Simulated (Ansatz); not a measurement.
# Si2H4S (SMILES [SiH3][SiH]=S): one structure at several levels

An exercise on one series of results from a longer session: the logs are not shown, and one member is left open.

Program: Ansatz 0.2.0, Gaussian basis. Level of theory: single points in def2-TZVPP. These are calculated values, not measurements.

Correlated methods freeze the cores.

## The starting structure

SMILES `[SiH3][SiH]=S`, 7 atoms, charge 0, spin multiplicity 1.

Atoms are counted from 1 here; the program's logs count them from 0.

Bond lengths: Si1–Si2 2.223 Å, Si1–H4 1.320 Å, Si1–H5 1.468 Å, Si1–H6 1.701 Å, Si2–S3 2.107 Å, Si2–H7 1.409 Å. Angles: Si2–Si1–H4 108.5°, Si2–Si1–H5 111.0°, Si2–Si1–H6 121.0°, H4–Si1–H5 110.1°, H4–Si1–H6 104.4°, H5–Si1–H6 101.3°, Si1–Si2–S3 129.6°, Si1–Si2–H7 114.8°, S3–Si2–H7 115.6°.

Coordinates:

```mol
H4SSi2
  3D, bonds by distance, orders not assigned

  7  6  0  0  0  0  0  0  0  0999 V2000
   -0.8116    0.4765   -0.3484 Si  0  0
    0.9470   -0.7141    0.3097 Si  0  0
    2.1587   -0.4873    2.0187 S   0  0
   -1.6150   -0.3096   -1.0407 H   0  0
   -0.3946    1.6202   -1.1681 H   0  0
   -1.8307    1.2332    0.7845 H   0  0
    1.2949   -1.7774   -0.5473 H   0  0
  1  2  8  0
  1  4  8  0
  1  5  8  0
  1  6  8  0
  2  3  8  0
  2  7  8  0
M  END
```

Set-up of the first run:

Input file run/in.yaml:

```yaml
crystal:
  periodic: [false, false, false]
  atoms:
    - {symbol: Si, position_ang: [-0.811600, 0.476500, -0.348400]}
    - {symbol: Si, position_ang: [0.947000, -0.714100, 0.309700]}
    - {symbol: S, position_ang: [2.158700, -0.487300, 2.018700]}
    - {symbol: H, position_ang: [-1.615000, -0.309600, -1.040700]}
    - {symbol: H, position_ang: [-0.394600, 1.620200, -1.168100]}
    - {symbol: H, position_ang: [-1.830700, 1.233200, 0.784500]}
    - {symbol: H, position_ang: [1.294900, -1.777400, -0.547300]}
basis:
  gaussian: {orbitals: def2-TZVPP}
correlation: {method: ccsd_t}
output: {forces: true}
```

The command line of these runs was not kept.

Among the steps run: CCSD(T)/def2-TZVPP; PBE0-D4/def2-TZVPP; wB97M-V/def2-TZVPP; r2SCAN-D4/def2-TZVPP; PBE-D4/def2-TZVPP; r2SCAN0-D4/def2-TZVPP; SPW92/def2-TZVPP.

One table of the session follows, with a row left open; its other results are not shown here.

```
    method  RMS force component (eV/Å)  angle to CCSD(T) forces (°)  dipole (D)
   CCSD(T)                       2.090                    reference        3.24
   PBE0-D4                       2.158                          3.2        3.65
   wB97M-V                       2.181                          4.2        3.79
 r2SCAN-D4                       2.103                          2.7        3.53
    PBE-D4                       2.046                          5.0        3.30
r2SCAN0-D4                           ?                            ?           ?
     SPW92                       2.068                          7.1        3.34
```

**Question.** Estimate the row for r2SCAN0-D4.

As computed: RMS force component (eV/Å): 2.187; angle to CCSD(T) forces (°): 3.7; dipole (D): 3.78. In the column «RMS force component (eV/Å)» it is the highest.
